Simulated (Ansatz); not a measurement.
```yaml
atoms:
  - { symbol: C, position_ang: [0.0000, 0.0000, 0.0000] }
  - { symbol: C, position_ang: [0.0000, 0.8556, 1.2684] }
  - { symbol: C, position_ang: [0.0000, 0.0000, 2.5368] }
  - { symbol: C, position_ang: [0.0000, 0.8556, 3.8053] }
  - { symbol: C, position_ang: [0.0000, 0.0000, 5.0737] }
  - { symbol: H, position_ang: [0.0000, 0.6484, -0.8762] }
  - { symbol: H, position_ang: [0.8898, -0.6294, -0.0144] }
  - { symbol: H, position_ang: [-0.8898, -0.6294, -0.0144] }
  - { symbol: H, position_ang: [-0.8818, 1.4963, 1.2684] }
  - { symbol: H, position_ang: [0.8818, 1.4963, 1.2684] }
  - { symbol: H, position_ang: [0.8818, -0.6407, 2.5368] }
  - { symbol: H, position_ang: [-0.8818, -0.6407, 2.5368] }
  - { symbol: H, position_ang: [-0.8818, 1.4963, 3.8053] }
  - { symbol: H, position_ang: [0.8818, 1.4963, 3.8053] }
  - { symbol: H, position_ang: [0.0000, 0.6484, 5.9499] }
  - { symbol: H, position_ang: [-0.8898, -0.6294, 5.0881] }
  - { symbol: H, position_ang: [0.8898, -0.6294, 5.0881] }
```

RHF on singlet C₅H₁₂ was run in several spherical basis sets with Ansatz (development build ahead of 0.2.0).

Rank the basis sets by the total energy that they give, lowest first, with the distance from the lowest.
A. 6-31G(d)
B. def2-SVP
C. cc-pVDZ

C (0.00 eV), A (0.42 eV), B (4.11 eV).

Totals follow the description of the cores as much as that of the bonds, so this order isn't one of quality for chemistry.
